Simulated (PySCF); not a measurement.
Method: PySCF with B3LYP-D3(BJ)/def2-TZVP // PBE-D3(BJ)/def2-SVP. Gas-phase values, no solvent. B3LYP has the VWN-RPA correlation part, as in Gaussian. 

Reference species (SMILES): `[OH]` (neutral, multiplicity 2).

```
Item           Result
-------------  ------
dipole moment  1.78 D
```

Changed species: `[SH]` (free radical SH; the reference has free radical OH).

Task: What does the change do to the dipole moment?

Result: the dipole moment falls by 0.92 D, to 0.86 D.
